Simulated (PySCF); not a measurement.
H₄Si, charge +1, doublet, at the geometry of the source list (a state made from the parent by changing its charge; the spin is typed, not shown lowest); PBE0/cc-pVDZ in PySCF.

Here is a job for PySCF.
```python
from pyscf import gto, scf, dft

mol = gto.M(
    atom='''
Si    0.00000000   -0.00000000   -0.00000000
H    -0.16690000    1.20690000   -0.80490000
H    -0.73390000    0.14590000    1.25400000
H     1.41760000   -0.20200000    0.28630000
H    -0.51680000   -1.15090000   -0.73540000
''',
    basis='cc-pvdz',
    charge=1,
    spin=1,
    verbose=4,
)

mf = dft.UKS(mol)
mf.xc = 'pbe0'
mf.kernel()
mf.analyze()
```

What the program printed (banner, timings and long lists left out):

```
PySCF version 2.14.0

[INPUT] verbose = 4
[INPUT] num. atoms = 5
[INPUT] num. electrons = 17
[INPUT] charge = 1
[INPUT] spin (= nelec alpha-beta = 2S) = 1
[INPUT] symmetry False subgroup None
[INPUT] Mole.unit = angstrom
[INPUT] Symbol           X                Y                Z      unit          X                Y                Z       unit  Magmom
[...]
nuclear repulsion = 21.6249193271316
number of shells = 17
number of NR pGTOs = 69
number of NR cGTOs = 38
basis = cc-pvdz
ecp = {}

******** <class 'pyscf.dft.uks.UKS'> ********
method = UKS
initial guess = minao
damping factor = 0
level_shift factor = 0
DIIS = <class 'pyscf.scf.diis.CDIIS'>
diis_start_cycle = 1
diis_space = 8
diis_damp = 0
SCF conv_tol = 1e-09
SCF conv_tol_grad = None
SCF max_cycles = 50
direct_scf = True
direct_scf_tol = 1e-13
number electrons alpha = 9  beta = 8
XC library pyscf.dft.libxc version 7.1.2
    S. Lehtola, C. Steigemann, M. J. T. Oliveira, and M. A. L. Marques,  SoftwareX 7, 1–5 (2018)
XC functionals = pbe0
    C. Adamo and V. Barone,  J. Chem. Phys. 110, 6158 (1999)
    M. Ernzerhof and G. E. Scuseria,  J. Chem. Phys. 110, 5029 (1999)
radial grids:
    Treutler-Ahlrichs [JCP 102, 346 (1995); DOI:10.1063/1.469408] (M4) radial grids

becke partition: Becke, JCP 88, 2547 (1988); DOI:10.1063/1.454033
pruning grids: <function nwchem_prune>
grids dens level: 3
symmetrized grids: False
atomic radii adjust function: <function treutler_atomic_radii_adjust>
small_rho_cutoff = 0
Set gradient conv threshold to 3.16228e-05
tot grids = 58416
init E= -291.504287208368

cycle= 1 E= -291.244102918305  delta_E= 0.26  |g|= 0.175  |ddm|= 1.04
cycle= 2 E= -291.264827176525  delta_E= -0.0207  |g|= 0.122  |ddm|= 0.423
cycle= 3 E= -291.277421173977  delta_E= -0.0126  |g|= 0.0208  |ddm|= 0.162
cycle= 4 E= -291.278443514281  delta_E= -0.00102  |g|= 0.0147  |ddm|= 0.0571
cycle= 5 E= -291.278887428225  delta_E= -0.000444  |g|= 0.0111  |ddm|= 0.0267
cycle= 6 E= -291.279255976309  delta_E= -0.000369  |g|= 0.0107  |ddm|= 0.028
cycle= 7 E= -291.279743764864  delta_E= -0.000488  |g|= 0.00983  |ddm|= 0.0414
cycle= 8 E= -291.280520054777  delta_E= -0.000776  |g|= 0.00476  |ddm|= 0.0997
cycle= 9 E= -291.280570973902  delta_E= -5.09e-05  |g|= 0.00261  |ddm|= 0.0125
cycle= 10 E= -291.280627149244  delta_E= -5.62e-05  |g|= 0.00128  |ddm|= 0.0264
cycle= 11 E= -291.280634170155  delta_E= -7.02e-06  |g|= 0.000534  |ddm|= 0.0158
cycle= 12 E= -291.280634667864  delta_E= -4.98e-07  |g|= 0.000191  |ddm|= 0.0044
[...]
converged SCF energy = -291.280634800357  <S^2> = 0.76035971  2S+1 = 2.010333
Total Energy =                        -291.280634800357461
[...]
[...]
To work with the spin densities directly, `use mulliken_meta_spin()` only printing them here.

 ** Mulliken spin pop alpha/beta on meta-lowdin orthogonal AOs **
 ** Mulliken Spin Density (per AO)  **
spin_pop of  0 Si 1s       -0.00000
spin_pop of  0 Si 2s        0.00000
spin_pop of  0 Si 3s       -0.02807
spin_pop of  0 Si 4s        0.00092
spin_pop of  0 Si 2px       0.00001
spin_pop of  0 Si 2py      -0.00000
spin_pop of  0 Si 2pz       0.00004
spin_pop of  0 Si 3px       0.01854
spin_pop of  0 Si 3py      -0.06080
spin_pop of  0 Si 3pz       0.34399
spin_pop of  0 Si 4px       0.00330
spin_pop of  0 Si 4py       0.00140
spin_pop of  0 Si 4pz       0.01109
spin_pop of  0 Si 3dxy      0.00055
spin_pop of  0 Si 3dyz      0.00116
spin_pop of  0 Si 3dz^2     0.00070
spin_pop of  0 Si 3dxz      0.00120
spin_pop of  0 Si 3dx2-y2    0.00345
spin_pop of  1 H 1s        0.17143
spin_pop of  1 H 2s        0.00224
spin_pop of  1 H 2px      -0.00002
spin_pop of  1 H 2py       0.00173
spin_pop of  1 H 2pz       0.00014
spin_pop of  2 H 1s        0.17155
spin_pop of  2 H 2s        0.00224
spin_pop of  2 H 2px       0.00095
spin_pop of  2 H 2py       0.00003
spin_pop of  2 H 2pz       0.00087
spin_pop of  3 H 1s        0.17154
spin_pop of  3 H 2s        0.00224
spin_pop of  3 H 2px       0.00190
spin_pop of  3 H 2py       0.00004
spin_pop of  3 H 2pz      -0.00009
spin_pop of  4 H 1s        0.17167
spin_pop of  4 H 2s        0.00224
spin_pop of  4 H 2px       0.00013
spin_pop of  4 H 2py       0.00164
spin_pop of  4 H 2pz       0.00007
 ** Mulliken Spin Density (per atom)  **
spin density of  0 Si =      0.29747
spin density of  1 H =      0.17551
spin density of  2 H =      0.17564
spin density of  3 H =      0.17563
spin density of  4 H =      0.17576
 ** Mulliken pop alpha/beta on meta-lowdin orthogonal AOs **
 ** Mulliken pop       alpha | beta **
[...]
In total             9.00000 | 8.00000
 ** Mulliken atomic charges   ( Nelec_alpha | Nelec_beta ) **
charge of  0Si =      0.67697  (     6.81025      6.51278 )
charge of  1H =      0.08070  (     0.54740      0.37189 )
charge of  2H =      0.08076  (     0.54744      0.37180 )
charge of  3H =      0.08075  (     0.54744      0.37181 )
charge of  4H =      0.08081  (     0.54747      0.37171 )

WARN: System has nonzero charge 1; the dipole moment is origin-dependent.
Location of origin: [0. 0. 0.]

Dipole moment(X, Y, Z, Debye): -0.00013, -0.00068,  0.00002
```
